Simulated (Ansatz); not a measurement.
Results of revPBE (plane waves, PAW; Ansatz, a first-principles code) for zinc-blende HgS (metastable phase).

Run with plane-wave cutoff 520 eV, 10×10×10 k mesh, Fermi–Dirac smearing 0.01 eV, scalar-relativistic PAW data made under PBE.

Pressure at four volumes; x = ln(V/27.730 Å³). One pressure is withheld.

| V (Å³/atom) | x | P (GPa) |
|---|---|---|
| 26.066 | -0.0619 | 3.23 |
| 27.730 | 0.0000 | 0.00 |
| 28.839 | 0.0392 | -1.59 |
| 29.394 | 0.0583 | ? |

Problem. Pass a parabola P(x) through the three rows shown, estimate the bulk modulus and its pressure derivative near zero pressure, and predict the withheld pressure.

Solution. Slopes between the rows: (0.00 − (3.23))/(0.0000 − (-0.0619)) = -52.18 and (-1.59 − (0.00))/(0.0392 − (0.0000)) = -40.56 GPa. Their difference over the span 0.1011 is c = 11.62/0.1011 = 114.9 GPa, so P(x) = 3.23 + (-52.18)(x − (-0.0619)) + 114.9 (x − (-0.0619))(x − (0.0000)). At the middle row B = −dP/dx = −[-52.18 + 114.9 × 0.0619] = 45.1 GPa, and B′ = dB/dP = 2c/B = 5.1. At x = 0.0583 the parabola gives -2.24 GPa; the run gives -2.25 GPa. The Birch–Murnaghan fit to the energies at all volumes has B0 = 44.8 GPa and B′ = 5.0.

Note: the cell is over a tenth larger than the published one: the level's own overestimate first of all, though another phase or state, or a fault of the published cell, is possible.

Spin–orbit coupling is not included; it can open a gap where bands touch, and shift volumes and moduli.
